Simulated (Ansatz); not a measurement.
What a trial cell of ReOs2 relaxes into

These are results of DFT PBE, scalar-relativistic, plane waves, PAW (Ansatz 0.2.0), not measurements. Cutoff 420 eV, Γ-centred k mesh, Gaussian smearing, no spin polarisation in the final step.

ReOs2 was placed on the AlB2 structure type (P6/mmm, No. 191), with Re in place of Al, Os in place of B, at a guessed volume.

```
Re Os
1.0
     3.45091    0.00000    0.00000
    -1.72546    2.98858    0.00000
     0.00000    0.00000    3.72607
Re Os
1 2
Direct
  0.00000 0.00000 0.00000
  0.33333 0.66667 0.50000
  0.66667 0.33333 0.50000
```

Cell and atoms relax at zero pressure; the relaxation can't lower the symmetry of the start. After a coarse first stage the cell is made exact in the group found at 0.06 Å.

Formation energies are uncorrected and refer to the elements' standard structures at the same level.

Question: Which crystal results?

Answer: It keeps P6/mmm (No. 191), but not the shape of the type it started on. Conventional cell: a = 4.335 Å, c = 2.725 Å. Around Re lie 2 Re at 2.72 Å and 12 Os at 2.85 Å; around Os lie 3 Os at 2.50 Å, 2 Os at 2.72 Å and 6 Re at 2.85 Å.

```cif
data_structure
_symmetry_space_group_name_H-M 'P6/mmm'
_symmetry_Int_Tables_number 191
_cell_length_a 4.3352
_cell_length_b 4.3352
_cell_length_c 2.7249
_cell_angle_alpha 90.000
_cell_angle_beta 90.000
_cell_angle_gamma 120.000
_cell_volume 44.35
loop_
_atom_site_label
_atom_site_type_symbol
_atom_site_symmetry_multiplicity
_atom_site_Wyckoff_symbol
_atom_site_fract_x
_atom_site_fract_y
_atom_site_fract_z
_atom_site_occupancy
Re1 Re 1 a 0.00000 0.00000 0.00000 1
Os1 Os 2 d 0.33333 0.66667 0.50000 1
```

Question: What are its volume, energy, density and gap?

Answer: The volume per atom is 14.78 Å³ and the density is 21.22 g/cm³. The energy over the elements is 0.19 eV/atom and the gap on the 12×12×16 mesh is 0 eV (a metal).

The final run used a 12×12×16 mesh on its 3-atom cell and 0.10 eV smearing. For metals, differences of a few meV/atom aren't resolved. Spin–orbit coupling is left out. Symmetry constrained the relaxation, so the result can be a saddle point. The steps took of the order of 110 core-seconds in all.

Cost: 3 runs of about 1.8 core-minutes in all, on Arm Neoverse V1 (shared hosts).